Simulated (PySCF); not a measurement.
C₂H₂, SMILES C#C.

Coordinates come from a ωB97X-D3(BJ)/def2-TZVPD optimisation.

Level of theory: TDA-LC-ωPBE/def2-TZVPD (PySCF 2.14.0).

Vertical excitations; the highest root listed may be one member of a degenerate set.  State labels are in the subgroup D2h.

Problem. Estimate the UV-visible absorptions. (An estimate is asked for; the answer gives what the named calculation found.)

Solution. 
```
state  symmetry  energy (eV)  λ (nm)      f                                   main pairs
-----  --------  -----------  ------  -----  -------------------------------------------
S1           Au         6.76     183  0.000         HOMO→LUMO+3 46 %, HOMO−1→LUMO+2 46 %
S2           Au         7.07     175  0.000  HOMO−1→LUMO+2, HOMO→LUMO+3 (degenerate set)
S3          B1u         7.07     175  0.000  HOMO−1→LUMO+3, HOMO→LUMO+2 (degenerate set)
S4          B3u         8.59     144  0.120                   HOMO→LUMO (degenerate set)
S5          B2u         8.59     144  0.120                 HOMO−1→LUMO (degenerate set)
S6          B2g         9.16     135  0.000                 HOMO→LUMO+1 (degenerate set)
S7          B3g         9.16     135  0.000               HOMO−1→LUMO+1 (degenerate set)
S8          B2u        10.18     122  0.038               HOMO−1→LUMO+4 (degenerate set)
S9          B3u        10.18     122  0.038                 HOMO→LUMO+4 (degenerate set)
S10         B1u        10.92     114  0.947         HOMO−1→LUMO+3 41 %, HOMO→LUMO+2 41 %
T1          B1u         5.33     233      0         HOMO−1→LUMO+3 44 %, HOMO→LUMO+2 44 %
T2           Au         5.91     210      0  HOMO→LUMO+3, HOMO−1→LUMO+2 (degenerate set)
T3          B1u         5.91     210      0  HOMO→LUMO+2, HOMO−1→LUMO+3 (degenerate set)
T4           Au         6.76     183      0         HOMO−1→LUMO+2 46 %, HOMO→LUMO+3 46 %
```
Triplets are in the Tamm–Dancoff approximation.
